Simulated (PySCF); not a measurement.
Series: Y=E=Y. Isolated molecules, 0 K electronic values unless said otherwise. Strings in code marks are SMILES. All members: neutral, multiplicity 1. Level: B3LYP-D3(BJ)/def2-TZVP (PySCF), beside PBE-D3(BJ)/def2-TZVP // B3LYP-D3(BJ)/def2-TZVP (PySCF) at the same geometries. B3LYP has the VWN-RPA correlation part, as in Gaussian. Delta-SCF ions had no search for a lower state.  The removal energy is E(N − 1 electrons) − E(N electrons) at the parent's geometry.

```json
[
 {"species": "`C=C=S`", "vertical ionisation energy (Delta-SCF), PBE (eV)": "8.85", "vertical ionisation energy (Delta-SCF), B3LYP-D3(BJ) (eV)": "8.90"},
 {"species": "`[Se]=C=[Se]`", "vertical ionisation energy (Delta-SCF), PBE (eV)": "9.28", "vertical ionisation energy (Delta-SCF), B3LYP-D3(BJ) (eV)": "withheld"},
 {"species": "`C=C=O`", "vertical ionisation energy (Delta-SCF), PBE (eV)": "9.71", "vertical ionisation energy (Delta-SCF), B3LYP-D3(BJ) (eV)": "9.80"},
 {"species": "`S=C=S`", "vertical ionisation energy (Delta-SCF), PBE (eV)": "10.02", "vertical ionisation energy (Delta-SCF), B3LYP-D3(BJ) (eV)": "10.05"},
 {"species": "`C=C=C`", "vertical ionisation energy (Delta-SCF), PBE (eV)": "10.02", "vertical ionisation energy (Delta-SCF), B3LYP-D3(BJ) (eV)": "10.08"},
 {"species": "`N=C=N`", "vertical ionisation energy (Delta-SCF), PBE (eV)": "10.78", "vertical ionisation energy (Delta-SCF), B3LYP-D3(BJ) (eV)": "10.88"},
 {"species": "`N=C=O`", "vertical ionisation energy (Delta-SCF), PBE (eV)": "11.60", "vertical ionisation energy (Delta-SCF), B3LYP-D3(BJ) (eV)": "11.70"},
 {"species": "`O=S=O`", "vertical ionisation energy (Delta-SCF), PBE (eV)": "12.06", "vertical ionisation energy (Delta-SCF), B3LYP-D3(BJ) (eV)": "12.40"}
]
```

Fit y = a + b·x, y being the vertical ionisation energy (Delta-SCF) at the first level, to the 7 complete rows by least squares, with x = the PBE value in eV. Give a, b and the rms residual, and predict the withheld value.

Means of the 7 rows: x̄ = 10.434, ȳ = 10.544 eV. Σ(x − x̄)² = 7.4992 and Σ(x − x̄)(y − ȳ) = 8.0214, so b = 1.070 and a = ȳ − b·x̄ = -0.620 eV. The rms residual is 0.065 eV. At x = 9.28 the line gives 9.31 eV. The run for `[Se]=C=[Se]` gave 9.34 eV, so the line is off by 0.03 eV, within twice the rms residual.

Codes: PySCF.
